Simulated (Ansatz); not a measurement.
**A relaxation, step by step**

CH$_{6}$Si, closed shell, PBE0-D4/def2-TZVP (Ansatz 0.2.0). Settings:

```yaml
hamiltonian: {xc: pbe0, dispersion: d4}
relax: {f_tol: 0.005, max_steps: 200}
```

Start, a step off a saddle point along its unstable mode:

Si1  (-0.832, -0.332, -0.057)
C2  (0.684, 0.725, 0.341)
H3  (-1.057, -1.655, 0.531)
H4  (-0.170, -1.415, -0.738)
H5  (-1.644, -0.021, -1.281)
H6  (1.337, 0.134, 0.987)
H7  (0.482, 1.677, 0.812)
H8  (1.200, 0.887, -0.594)
(Å)

```
step  energy less the last (meV)  largest force component (eV/Å)
   1                      1751.0                           1.664
   2                       841.2                           1.531
   3                       246.6                           1.100
   4                        82.2                           1.597
   5                         9.8                           0.241
   6                         3.4                           0.111
   7                         0.2                           0.025
   8                         0.0                           0.001
   9                         0.0                           0.004
```

Step 2, positions (Å) and forces (eV/Å):

| atom | x | y | z | Fx | Fy | Fz |
| --- | --- | --- | --- | --- | --- | --- |
| Si1 | -0.767 | -0.397 | -0.129 | 0.836 | -1.531 | -0.931 |
| C2 | 0.678 | 0.722 | 0.346 | -0.519 | -0.082 | 0.248 |
| H3 | -1.173 | -1.605 | 0.681 | -0.696 | 1.097 | 0.760 |
| H4 | -0.052 | -1.442 | -0.884 | 0.635 | -0.040 | -0.774 |
| H5 | -1.688 | 0.011 | -1.239 | -0.227 | 0.373 | 0.684 |
| H6 | 1.336 | 0.139 | 0.994 | 0.002 | 0.029 | 0.029 |
| H7 | 0.461 | 1.675 | 0.821 | -0.097 | 0.053 | 0.074 |
| H8 | 1.204 | 0.899 | -0.589 | 0.065 | 0.101 | -0.089 |

Step 3, positions (Å) and forces (eV/Å):

```json
{"atom": "Si1", "x": "-0.668", "y": "-0.504", "z": "-0.231", "Fx": "-0.479", "Fy": "-0.657", "Fz": "0.352"}
{"atom": "C2", "x": "0.661", "y": "0.712", "z": "0.349", "Fx": "-0.173", "Fy": "-0.372", "Fz": "-0.232"}
{"atom": "H3", "x": "-1.275", "y": "-1.493", "z": "0.803", "Fx": "0.141", "Fy": "1.100", "Fz": "-0.335"}
{"atom": "H4", "x": "0.058", "y": "-1.511", "z": "-1.017", "Fx": "0.300", "Fy": "-0.071", "Fz": "-0.430"}
{"atom": "H5", "x": "-1.731", "y": "0.068", "z": "-1.155", "Fx": "0.324", "Fy": "-0.063", "Fz": "0.535"}
{"atom": "H6", "x": "1.333", "y": "0.148", "z": "1.000", "Fx": "0.061", "Fy": "0.072", "Fz": "0.041"}
{"atom": "H7", "x": "0.416", "y": "1.661", "z": "0.827", "Fx": "-0.286", "Fy": "-0.165", "Fz": "-0.025"}
{"atom": "H8", "x": "1.206", "y": "0.918", "z": "-0.577", "Fx": "0.112", "Fy": "0.157", "Fz": "0.094"}
```

Step 8, positions (Å) and forces (eV/Å):

| atom | x | y | z | Fx | Fy | Fz |
| --- | --- | --- | --- | --- | --- | --- |
| Si1 | -0.608 | -0.577 | -0.279 | 0.000 | 0.000 | 0.000 |
| C2 | 0.680 | 0.645 | 0.312 | 0.000 | 0.000 | 0.000 |
| H3 | -1.306 | -1.205 | 0.875 | 0.000 | 0.001 | 0.000 |
| H4 | 0.022 | -1.657 | -1.085 | 0.000 | 0.000 | 0.001 |
| H5 | -1.627 | 0.101 | -1.126 | 0.001 | 0.000 | 0.000 |
| H6 | 1.421 | 0.151 | 0.944 | 0.000 | 0.000 | -0.001 |
| H7 | 0.217 | 1.445 | 0.893 | 0.001 | -0.001 | 0.001 |
| H8 | 1.202 | 1.097 | -0.534 | -0.001 | 0.001 | 0.000 |

Last step (9):

Si1  (-0.608, -0.577, -0.279)
C2  (0.680, 0.645, 0.312)
H3  (-1.311, -1.201, 0.875)
H4  (0.023, -1.660, -1.081)
H5  (-1.624, 0.100, -1.130)
H6  (1.426, 0.149, 0.937)
H7  (0.218, 1.441, 0.900)
H8  (1.196, 1.103, -0.534)
(Å)

Hardware: 2 CPU threads of an Arm Neoverse V1, shared host. Wall time about 11 s.
